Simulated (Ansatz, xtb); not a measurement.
# Relative energy of two isomers of C4H6

Structure a: `C=CC=C`, a singlet. Structure b: `CC1C=C1`, a singlet. Both are isolated molecules in the gas phase, relaxed with PBE0-D3(BJ)/def2-SVP; the shapes shown needn't be the lowest conformers.

a (Å):

```tsv
atom	x (Å)	y (Å)	z (Å)
C	-1.8280	-0.8762	-1.8302
C	-1.3524	-0.4739	-0.6437
C	0.0594	-0.2900	-0.3464
C	0.5351	0.1121	0.8401
H	-2.8990	-1.0002	-2.0056
H	-1.1561	-1.0947	-2.6663
H	-2.0534	-0.2632	0.1732
H	0.7604	-0.5007	-1.1633
H	1.6061	0.2360	1.0156
H	-0.1368	0.3304	1.6763
```

b (Å):

```xyz
10

C    -0.7209   -0.5076    0.7855
C    -0.5788   -0.8643   -0.6776
C     0.0957    0.0483   -1.6602
C    -1.1961   -0.0345   -1.7657
H     0.1475   -0.8566    1.3683
H    -0.8034    0.5822    0.9197
H    -1.6188   -0.9727    1.2250
H    -0.4952   -1.9525   -0.8470
H     1.0399    0.4687   -1.9985
H    -2.1189    0.2661   -2.2564
```

Q: Estimate E(b) − E(a) at the level CCSD(T)/def2-TZVP.

A: Calculated at CCSD(T)/def2-TZVP: E(b) − E(a) = +1.501 eV, so structure a lies lower.

How the difference moves with the method:

```
               level              geometry  E(b) − E(a) (eV)  departure from the last row (eV)  job, with rough time for the two
            GFN2-xTB              GFN2-xTB              +0.995                            −0.506             optimisation, 0.076 s
           HF/STO-3G              GFN2-xTB              +0.958                            −0.543               single point, 0.2 s
  r2SCAN-D4/def2-SVP              GFN2-xTB              +1.365                            −0.136               single point, 1.5 s
PBE0-D3(BJ)/def2-SVP  PBE0-D3(BJ)/def2-SVP              +1.266                            −0.235                optimisation, 11 s
        HF/def2-TZVP  PBE0-D3(BJ)/def2-SVP              +1.681                            +0.180           part of the CCSD(T) run
       MP2/def2-TZVP  PBE0-D3(BJ)/def2-SVP              +1.369                            −0.132           part of the CCSD(T) run
   CCSD(T)/def2-TZVP  PBE0-D3(BJ)/def2-SVP              +1.501                                                  single point, 26 s
```

As drawn, b has 2 C–C in place of 1 C=C. Structure a has no ring, b a 3-membered ring.

The levels shown agree on the order. The largest departure from CCSD(T)/def2-TZVP is that of HF/STO-3G, 0.543 eV.

With harmonic frequencies from PBE0-D3(BJ)/def2-SVP (ideal gas, rigid rotor, one conformer each, 298.15 K, 1 atm): the zero-point term adds −0.022 eV; ΔH is +1.477 and ΔG +1.465 eV.

The correlated steps freeze 4 core orbitals. Codes used: Ansatz 0.2.0, xtb 6.7.1; the last row on 2 threads of Intel(R) Xeon(R) 6975P-C (Granite Rapids) on a shared host.
